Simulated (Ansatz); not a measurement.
Basis-set extrapolation for C3H2O2 (`C#COC=O`) (PBE0-D4/def2-TZVP geometry, frozen core, Ansatz). Multiplicity 1, RHF reference.

```json
{"": "HF", "cc-pV(T+d)Z": "-264.498976", "cc-pV(Q+d)Z": "-264.518090"}
{"": "MP2 correlation", "cc-pV(T+d)Z": "-0.913521", "cc-pV(Q+d)Z": "-0.978824"}
{"": "CCSD(T) correlation", "cc-pV(T+d)Z": "-0.964156", "cc-pV(Q+d)Z": "-1.024527"}
```

Energies in hartree. Use E(X) = E(∞) + A·exp(−5.46·√X) for Hartree–Fock and E(X) = E(∞) + B·X^(−3.05) for correlation, with X = 3 and 4.

Task: What is the CCSD(T) energy at the basis-set limit?

Result: HF limit: -264.518090 + (-0.019114) × 0.30130 = -264.52385. Correlation limit: -1.024527 + (-0.060371) × 0.71189 = -1.06750. Total: -265.59135 hartree, 3.49 eV below CCSD(T)/cc-pV(T+d)Z.
